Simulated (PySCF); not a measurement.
C5H4S (triplet state).
Atom-mapped SMILES: `[CH:1][c:2]1[cH:3][cH:4][cH:5][s:6]1` (hydrogens: H7 on C1; H8 on C3; H9 on C4; H10 on C5)

Structure optimised with GFN2-xTB, isolated species. This method treats the open shell by occupation alone, without spin polarisation.

Give the optimised bond lengths and angles.

```tsv
bond	length (pm)	order
C1–C2	129.8	single
C2–C3	141.7	aromatic
C3–C4	138.2	aromatic
C4–C5	137.5	aromatic
C5–S6	171.4	aromatic
C2–S6	187.7	aromatic
C1–H7	105.9	single
C3–H8	107.4	single
C4–H9	107.7	single
C5–H10	107.2	single
```

Orders are formal, as drawn. A selection of angles:
```tsv
angle	degrees
C2–C1–H7	144.8
C1–C2–C3	132.3
C1–C2–S6	121.3
C3–C2–S6	106.4
C2–C3–C4	115.2
C2–C3–H8	120.1
C4–C3–H8	124.7
C3–C4–C5	114.4
C3–C4–H9	123.3
C5–C4–H9	122.3
C4–C5–S6	113.7
C4–C5–H10	127.6
S6–C5–H10	118.7
C2–S6–C5	90.4
```

S6 (sulfur bonded to 2 C) is bent (angle 90.4°). The 5-membered ring C2–C3–C4–C5–S6 has internal angles of 90.4° to 115.2°; it is planar, 0.00 Å rms from its mean plane, widest ring torsion 0°. C1 (carbon bonded to C and H) is bent (angle 144.8°). C3 (carbon bonded to 2 C and H) is planar (angles 124.7°, 120.1° and 115.2°, sum 360.0°, 0.00 Å off the plane of its three neighbours). The 6 heavy atoms lie in one plane (0.000 Å rms). C5 (carbon bonded to C, S and H) is planar (angles 127.6°, 118.7° and 113.7°, sum 360.0°, 0.00 Å off the plane of its three neighbours). C2 (carbon bonded to 2 C and S) is planar (angles 132.3°, 121.3° and 106.4°, sum 360.0°, 0.00 Å off the plane of its three neighbours).

Point group: Cs (every atom within 0.08 Å of its image). No frequency check. This triplet need not be the ground state; the singlet was not compared here. Torsions: H–C1–C2–C3 180°.

The numbers are calculated, not measured.
